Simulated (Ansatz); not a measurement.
**MgSiH₃ radical (SMILES [MgH][SiH2]): single points off equilibrium**

A test off equilibrium: a structure displaced at random from a GFN2-xTB minimum is computed at several levels, and each is set against CCSD(T).

Method: single points in def2-TZVPP; program: Ansatz 0.2.0, Gaussian basis.

Correlated methods freeze the cores. The outer core shell of Li, Na, Mg and K is correlated. Orbitals are unrestricted.

## 1. Where the work starts

SMILES `[MgH][SiH2]`, 5 atoms, charge 0, spin multiplicity 2.

Atoms are counted from 1 here; the program's logs count them from 0.

Bond lengths: Mg1–Si2 2.715 Å, Mg1–H3 1.444 Å, Si2–H4 1.351 Å, Si2–H5 1.496 Å. Angles: Si2–Mg1–H3 152.7°, Mg1–Si2–H4 107.8°, Mg1–Si2–H5 92.7°, H4–Si2–H5 113.4°.

Coordinates:

```xyz
5
H3MgSi
Mg    0.2046   -0.9500    1.1630
Si   -0.7034    1.1914   -0.2380
H     1.0577   -2.1028    1.3348
H    -1.3190    0.7279   -1.3472
H     0.6804    1.6988   -0.4943
```

## 2. CCSD(T)/def2-TZVPP

The input, run/in.yaml:

```yaml
crystal:
  periodic: [false, false, false]
  atoms:
    - {symbol: Mg, position_ang: [0.204600, -0.950000, 1.163000]}
    - {symbol: Si, position_ang: [-0.703400, 1.191400, -0.238000]}
    - {symbol: H, position_ang: [1.057700, -2.102800, 1.334800]}
    - {symbol: H, position_ang: [-1.319000, 0.727900, -1.347200]}
    - {symbol: H, position_ang: [0.680400, 1.698800, -0.494300]}
basis:
  gaussian: {orbitals: def2-TZVPP}
magnetization: {spin_polarized: true, initial_magnetization: 1}
correlation: {method: ccsd_t}
scf: {omitted_lower_state_checks: [cluster_reference]}
output: {forces: true}
```

The command line of these runs was not kept.

## 3. PBE0-D4/def2-TZVPP

run/in.yaml: that of step 2 with these lines changed.

```diff
@@ -11,4 +11,3 @@
 magnetization: {spin_polarized: true, initial_magnetization: 1}
-correlation: {method: ccsd_t}
-scf: {omitted_lower_state_checks: [cluster_reference]}
-output: {forces: true}
+hamiltonian: {xc: pbe0, dispersion: d4}
+output: {forces: true, orbitals: {seedname: orbitals}}
```

## 4. wB97M-V/def2-TZVPP

run/in.yaml: that of step 3 with these lines changed.

```diff
@@ -11,3 +11,3 @@
 magnetization: {spin_polarized: true, initial_magnetization: 1}
-hamiltonian: {xc: pbe0, dispersion: d4}
-output: {forces: true, orbitals: {seedname: orbitals}}
+hamiltonian: {xc: {name: wB97M-V}}
+output: {forces: true}
```

## 5. r2SCAN-D4/def2-TZVPP

run/in.yaml: that of step 4 with these lines changed.

```diff
@@ -11,3 +11,3 @@
 magnetization: {spin_polarized: true, initial_magnetization: 1}
-hamiltonian: {xc: {name: wB97M-V}}
+hamiltonian: {xc: r2scan, dispersion: d4}
 output: {forces: true}
```

## 6. PBE-D4/def2-TZVPP

run/in.yaml: that of step 5 with these lines changed.

```diff
@@ -11,3 +11,3 @@
 magnetization: {spin_polarized: true, initial_magnetization: 1}
-hamiltonian: {xc: r2scan, dispersion: d4}
+hamiltonian: {xc: pbe, dispersion: d4}
 output: {forces: true}
```

## 7. r2SCANh-D4/def2-TZVPP

run/in.yaml: that of step 6 with these lines changed.

```diff
@@ -11,3 +11,3 @@
 magnetization: {spin_polarized: true, initial_magnetization: 1}
-hamiltonian: {xc: pbe, dispersion: d4}
+hamiltonian: {xc: {name: r2SCANh}, dispersion: d4}
 output: {forces: true}
```

## 8. B97M-V/def2-TZVPP

run/in.yaml: that of step 7 with these lines changed.

```diff
@@ -11,3 +11,3 @@
 magnetization: {spin_polarized: true, initial_magnetization: 1}
-hamiltonian: {xc: {name: r2SCANh}, dispersion: d4}
+hamiltonian: {xc: {name: B97M-V}}
 output: {forces: true}
```

(Steps that only read results are left out.)

Before running it: what results should come out? Wanted: energy less free atoms, CCSD(T)/def2-TZVPP; RMS force component; RMS force error; HOMO and LUMO, PBE0-D4; T1 diagnostic.

The runs gave:

| quantity | value |
| --- | --- |
| energy less free atoms, CCSD(T)/def2-TZVPP | -204.1 kcal/mol |
| RMS force component | 2.072 to 2.130 eV/Å over the methods |
| RMS force error | PBE0-D4 0.044, wB97M-V 0.039, r2SCAN-D4 0.051, PBE-D4 0.104, r2SCANh-D4 0.045, B97M-V 0.074 eV/Å |
| HOMO and LUMO, PBE0-D4 | -5.79 and -2.43 eV |
| T1 diagnostic | 0.014 |

Against CCSD(T) the functionals' energies less atoms differ by -14.6 to -3.1 kcal/mol, PBE-D4 by -3.1 kcal/mol. CCSD(T) in triple zeta still lacks some correlation energy of the bonds, so part of these gaps is its own basis error and they don't rank the functionals. For forces wB97M-V does best and PBE-D4 worst. Frozen-core CCSD(T) forces in triple zeta carry basis errors of their own, and this is one geometry, so small gaps rank nothing.
